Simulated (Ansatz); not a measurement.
# How far each method lies from UCCSDT(Q) for [AlH$_{2}$···H···SiH$_{3}$], doublet

Geometry: a point of a hydrogen-transfer path between rigid fragments, not a stationary point.

```yaml
atoms:
  - { symbol: Al, position_ang: [-1.7702, 0.0000, 0.0000] }
  - { symbol: H, position_ang: [-2.5631, 1.3734, 0.0000] }
  - { symbol: H, position_ang: [-2.5631, -1.3734, 0.0000] }
  - { symbol: H, position_ang: [0.2108, 0.0000, 0.0000] }
  - { symbol: Si, position_ang: [1.6508, 0.0000, 0.0000] }
  - { symbol: H, position_ang: [2.1008, -1.4163, 0.0000] }
  - { symbol: H, position_ang: [2.1008, 0.7081, -1.2265] }
  - { symbol: H, position_ang: [2.1008, 0.7081, 1.2265] }
```

Basis cc-pVDZ; Ansatz 0.2.0. Correlated methods freeze the noble-gas cores, which leaves 13 electrons in 56 orbitals. R marks a restricted (for open shells ROHF) determinant, U an unrestricted one. Active spaces: pair = (3e, 3o) about the gap; frontier = (9e, 9o) about the gap.

Full CI isn't at hand for all of this; UCCSDT(Q) serves as the reference, and is uncertain by about the last step of the cluster series. The frozen core follows each run's orbitals, which can shift R against U totals by a few meV.

For open shells CISD is restricted-active-space CI with the open shells as a complete middle space.

The UHF ⟨S²⟩ is 0.758. The T1 diagnostic (RCCSD) is 0.0163. The largest doubles amplitude (RCCSD) is 0.037 and the T1 diagnostic (UCCSD) is 0.0132.

```json
{"level": "RHF", "E − E(UCCSDT(Q)) (kJ/mol)": "633.0", "share of correlation (%)": "0.00", "wall time": "–"}
{"level": "UHF", "E − E(UCCSDT(Q)) (kJ/mol)": "627.3", "share of correlation (%)": "0.90", "wall time": "–"}
{"level": "RMP2", "E − E(UCCSDT(Q)) (kJ/mol)": "148.9", "share of correlation (%)": "76.48", "wall time": "–"}
{"level": "UMP2", "E − E(UCCSDT(Q)) (kJ/mol)": "149.0", "share of correlation (%)": "76.46", "wall time": "–"}
{"level": "CISD", "E − E(UCCSDT(Q)) (kJ/mol)": "71.5", "share of correlation (%)": "88.71", "wall time": "6.5 s"}
{"level": "RCCSD", "E − E(UCCSDT(Q)) (kJ/mol)": "15.3", "share of correlation (%)": "97.58", "wall time": "–"}
{"level": "UCCSD", "E − E(UCCSDT(Q)) (kJ/mol)": "15.2", "share of correlation (%)": "97.60", "wall time": "–"}
{"level": "RCCSD(T)", "E − E(UCCSDT(Q)) (kJ/mol)": "3.5", "share of correlation (%)": "99.45", "wall time": "17 s"}
{"level": "UCCSD(T)", "E − E(UCCSDT(Q)) (kJ/mol)": "3.5", "share of correlation (%)": "99.45", "wall time": "16 s"}
{"level": "BCCD(T)", "E − E(UCCSDT(Q)) (kJ/mol)": "3.5", "share of correlation (%)": "99.45", "wall time": "10 s"}
{"level": "RCCSDT", "E − E(UCCSDT(Q)) (kJ/mol)": "0.4", "share of correlation (%)": "99.94", "wall time": "–"}
{"level": "UCCSDT", "E − E(UCCSDT(Q)) (kJ/mol)": "0.3", "share of correlation (%)": "99.95", "wall time": "–"}
{"level": "RCCSDT(Q)", "E − E(UCCSDT(Q)) (kJ/mol)": "0.0", "share of correlation (%)": "99.99", "wall time": "35 s (H100)"}
{"level": "CASSCF (frontier space)", "E − E(UCCSDT(Q)) (kJ/mol)": "486.8", "share of correlation (%)": "23.10", "wall time": "–"}
{"level": "NEVPT2 (frontier space)", "E − E(UCCSDT(Q)) (kJ/mol)": "145.1", "share of correlation (%)": "77.08", "wall time": "22 s (H100)"}
```

The correlation energy at UCCSDT(Q), counted from RHF, is -6.560 eV. That run took 27 s on 2 threads of AMD EPYC 7R13 with a shared H100 80 GB, shared host.

Run but not shown, since their state or frozen core can't be matched to the reference's or they repeat it: CASSCF (pair space), NEVPT2 (pair space), MRCISD (pair space), MRCISD+Q (pair space).

Times hold each run's SCF and search for its determinant on a shared host, so for small cases they say little of a method's own cost; rows without a card ran on 1 thread of AMD EPYC 7R13.
